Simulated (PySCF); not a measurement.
# SiO2 (silicon dioxide molecule): PBE0/STO-6G

Aim: the vertical ionisation energy of SiO2 (silicon dioxide molecule) at PBE0/STO-6G, from 2 runs. The job is set up through a Python script.

The results are computed with PySCF 2.14.0.

8 further runs of the same task are left out: 1 that didn't finish, 7 set aside as unsound or not needed.

## Step 1: The molecule

SiO2: 3 atoms, total charge 0, spin state singlet. SMILES: `O=[Si]=O`. The coordinates come from a GFN2-xTB relaxation.

Bond lengths: O1–Si2 1.491 Å, Si2–O3 1.491 Å. Angles: O1–Si2–O3 179.9°.

## Step 2: A single-point energy at PBE0/STO-6G

The input, input.xyz:

```xyz
3
O2Si
O      0.691230     1.217290     0.513740
Si    -0.000730     0.000440    -0.000160
O     -0.690510    -1.217740    -0.513580
```

The input, job.py:

```python
from pyscf import gto, dft

system = gto.M(
    atom='input.xyz',
    basis='sto-6g',
    verbose=3,
    charge=0,
    max_memory=1860,
)

mf = dft.RKS(system, xc='pbe0')
mf.conv_tol = 1e-10
mf.grids.level = 5
mf.kernel()
if not mf.converged:
    mf = mf.newton().run(mf.mo_coeff, mf.mo_occ)

etot = mf.e_tot
print('Final energy', etot)
```

The run is started by

```bash
$ OMP_NUM_THREADS=1 python job.py
```

The log of the run:

```text
converged SCF energy = -437.855069914718
Final energy -437.85506991471766
```

Run time: 2.7 s. Hardware: 1 thread of Arm Neoverse V1, shared host; peak memory 0.19 GiB.

## Step 3: The doublet cation at the same level

The input, run.py:

```python
from pyscf import gto, dft

molecule = gto.Mole()
molecule.atom = 'O 0.691230 1.217290 0.513740; Si -0.000730 0.000440 -0.000160; O -0.690510 -1.217740 -0.513580'
molecule.basis = 'sto-6g'
molecule.max_memory = 1860
molecule.charge = 1
molecule.spin = 1
molecule.verbose = 4
molecule.build()

mf = dft.UKS(molecule)
mf.xc = 'pbe0'
mf.grids.level = 5
mf.conv_tol = 1e-10
mf.kernel()
if not mf.converged:
    mf = mf.newton().run(mf.mo_coeff, mf.mo_occ)

e_tot = mf.e_tot
print('E(%s) = %.9f' % ('PBE0', e_tot))
```

The run is started by

```bash
$ OMP_NUM_THREADS=1 python run.py
```

The log of the run:

```text
PySCF version 2.14.0

[INPUT] num. atoms = 3
[INPUT] num. electrons = 29
[INPUT] charge = 1
[INPUT] spin (= nelec alpha-beta = 2S) = 1
[INPUT] symmetry False subgroup None
[INPUT] Mole.unit = angstrom
[INPUT] Symbol           X                Y                Z      unit          X                Y                Z       unit  Magmom
[INPUT]  1 O      0.691230000000   1.217290000000   0.513740000000 AA    1.306235389083   2.300344714172   0.970827899234 Bohr   0.0
[INPUT]  2 Si    -0.000730000000   0.000440000000  -0.000160000000 AA   -0.001379500071   0.000831479495  -0.000302356180 Bohr   0.0
[INPUT]  3 O     -0.690510000000  -1.217740000000  -0.513580000000 AA   -1.304874786273  -2.301195090928  -0.970525543054 Bohr   0.0

nuclear repulsion = 90.84965725506
number of shells = 11
number of NR pGTOs = 114
number of NR cGTOs = 19
basis = sto-6g
ecp = {}

******** <class 'pyscf.dft.uks.UKS'> ********
method = UKS
initial guess = minao
damping factor = 0
level_shift factor = 0
DIIS = <class 'pyscf.scf.diis.CDIIS'>
diis_start_cycle = 1
diis_space = 8
diis_damp = 0
SCF conv_tol = 1e-10
SCF conv_tol_grad = None
SCF max_cycles = 50
direct_scf = True
direct_scf_tol = 1e-13
number electrons alpha = 15  beta = 14
XC library pyscf.dft.libxc version 7.0.0
    S. Lehtola, C. Steigemann, M. J.T. Oliveira, and M. A.L. Marques.,  SoftwareX 7, 1–5 (2018)
XC functionals = pbe0
radial grids:
    Treutler-Ahlrichs [JCP 102, 346 (1995); DOI:10.1063/1.469408] (M4) radial grids

becke partition: Becke, JCP 88, 2547 (1988); DOI:10.1063/1.454033
pruning grids: <function nwchem_prune>
grids dens level: 5
symmetrized grids: False
atomic radii adjust function: <function treutler_atomic_radii_adjust>
small_rho_cutoff = 0
Set gradient conv threshold to 1e-05
tot grids = 129512
init E= -438.162823618205
[... the frontier-level lines of each cycle are left out ...]



cycle= 1 E= -437.324497904676  delta_E= 0.838  |g|= 0.513  |ddm|= 2.08
cycle= 2 E= -436.847679714015  delta_E= 0.477  |g|= 0.983  |ddm|= 2.25
cycle= 3 E= -437.568601530073  delta_E= -0.721  |g|= 0.0233  |ddm|=  1.4
cycle= 4 E= -437.569670761703  delta_E= -0.00107  |g|= 0.0158  |ddm|= 0.0714
cycle= 5 E= -437.569442694892  delta_E= 0.000228  |g|= 0.0293  |ddm|= 0.0528
cycle= 6 E= -437.570104148318  delta_E= -0.000661  |g|= 0.00186  |ddm|= 0.0478
cycle= 7 E= -437.570113344564  delta_E= -9.2e-06  |g|= 0.00035  |ddm|= 0.0104
cycle= 8 E= -437.57011377648  delta_E= -4.32e-07  |g|= 8.72e-05  |ddm|= 0.00256
cycle= 9 E= -437.570113783215  delta_E= -6.73e-09  |g|= 9.33e-06  |ddm|= 0.000167
cycle= 10 E= -437.570113783334  delta_E= -1.19e-10  |g|= 2.76e-06  |ddm|= 2.95e-05
cycle= 11 E= -437.570113783347  delta_E= -1.32e-11  |g|= 1.19e-06  |ddm|= 9.07e-06
Extra cycle  E= -437.570113783342  delta_E= 5.34e-12  |g|= 3.26e-06  |ddm|= 5.71e-06
converged SCF energy = -437.570113783342  <S^2> = 0.82998705  2S+1 = 2.0784485
E(PBE0) = -437.570113783
```

Run time: 4.8 s. Hardware: 1 thread of Arm Neoverse V1, shared host; peak memory 0.2 GiB.

## Step 4: Summary of results

Level: PBE0/STO-6G.

```
                                          quantity          value
                        singlet SiO2: total energy  -437.85507 Eh
                       singlet SiO2: dipole moment         0.00 D
                         singlet SiO2: HOMO energy       -4.27 eV
                         singlet SiO2: LUMO energy        2.58 eV
                       singlet SiO2: HOMO–LUMO gap        6.85 eV
                      doublet cation: total energy  -437.57011 Eh
doublet cation: HOMO energy (highest over α and β)      -14.80 eV
 doublet cation: LUMO energy (lowest over α and β)      -11.19 eV
                              doublet cation: ⟨S²⟩          0.830
vertical ionisation energy (to the doublet cation)       7.754 eV
```

The vertical ionisation energy comes to 7.75 eV (748 kJ/mol). −ε(HOMO) before ionisation, 4.27 eV, is 3.49 eV below this ionisation energy. In a minimal basis such a difference can be off by several eV, whatever the method. Mulliken charges (doublet cation) run from -0.13 on O3 to +1.26 on Si2; they depend strongly on the basis.
